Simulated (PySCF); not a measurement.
## How well do the runs reproduce experiment for hydrogen isocyanide?

**Measured values to compare with.**

NIST CCCBDB Release 22 (SRD 101), experimental dipoles lists, for the gas: dipole moment (microwave Stark effect, vibrational ground state) 3.05 ± 0.1 D.

The results are set against them at the end.

Species: hydrogen isocyanide, CHN.
Numbering: `[C-:1]#[NH+:2]` (hydrogens: H3 on N2)

Structure used (GFN2-xTB), in Å, numbered top down from 1:
```xyz
3
CHN angstrom
C      1.0615    0.3892   -0.0061
N     -0.0475    0.0542   -0.0041
H     -1.0025   -0.2341   -0.0024
```

The PySCF runs (gas phase, on this GFN2-xTB geometry; no spin–orbit coupling):

| level | job | basis functions | wall time |
| --- | --- | --- | --- |
| wB97X-D/def2-SVPD | 8 singlets by full TDDFT, 3 Tamm–Dancoff triplets, polarisability | 48 | 1.1 s |

Hardware: an x86-64 server with one thread, no GPU (shared host).

## Comparison

**Dipole moment.** Measured: 3.05 D (NIST CCCBDB Release 22 (SRD 101), experimental dipoles).

| level | computed (D) | computed − measured (D) | % (from the printed values) |
| --- | --- | --- | --- |
| wB97X-D/def2-SVPD | 3.15 | +0.10 | +3 |

The computed dipoles belong to one fixed geometry; measured ones are averaged over vibrations unless marked μe. Magnitudes are compared, not signs.

No measured geometry was used, and the causes of the misses weren't examined.
